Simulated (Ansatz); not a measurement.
Relaxation of BFH3N (6 atoms, charge 0, multiplicity 1), to a largest force component of 0.03 eV/Å in at most 50 steps.

Computed with RHF/cc-pVDZ in Ansatz.

```xyz
6
Properties=species:S:1:pos:R:3:forces:R:3
B -0.253 -0.067 -0.978 -0.29 -0.09 -0.23
N 0.984 0.038 1.478 0.40 0.39 -0.69
H 0.898 0.748 2.189 0.01 0.02 -0.03
H 1.650 -0.634 1.824 0.02 -0.02 0.00
H 1.415 0.482 0.658 -0.18 -0.32 0.98
F -1.343 -0.567 -0.547 0.04 0.02 -0.03
```

Task: Where does it end, and by what steps?

Result: The run converged. After 12 steps the energy has fallen by 0.116 eV; H5 moved furthest, 0.63 Å.

| step | energy less start (eV) | largest force component (eV/Å) | accepted |
| --- | --- | --- | --- |
| 0 | 0.0000 | 0.984 | yes |
| 1 | -0.0749 | 0.570 | yes |
| 2 | -0.0851 | 0.637 | yes |
| 3 | -0.0775 | 0.949 | no |
| 4 | -0.1038 | 0.459 | yes |
| 5 | -0.1030 | 0.755 | no |
| 6 | -0.1118 | 0.134 | yes |
| 7 | -0.1139 | 0.050 | yes |
| 8 | -0.1151 | 0.079 | yes |
| 9 | -0.1156 | 0.066 | yes |
| 10 | -0.1150 | 0.090 | no |
| 11 | -0.1159 | 0.037 | yes |
| 12 | -0.1160 | 0.004 | yes |

```xyz
6
Properties=species:S:1:pos:R:3
B -0.515 -0.151 -1.222
N 1.123 0.144 1.378
H 0.762 0.687 2.146
H 1.498 -0.700 1.781
H 1.910 0.657 1.013
F -1.427 -0.637 -0.474
```

Whether the end is a true minimum wasn't checked by a vibrational analysis.

Run time: 8.9 s on 1 thread of Arm Neoverse V1, with other jobs on the host, peak memory 0.11 GiB.
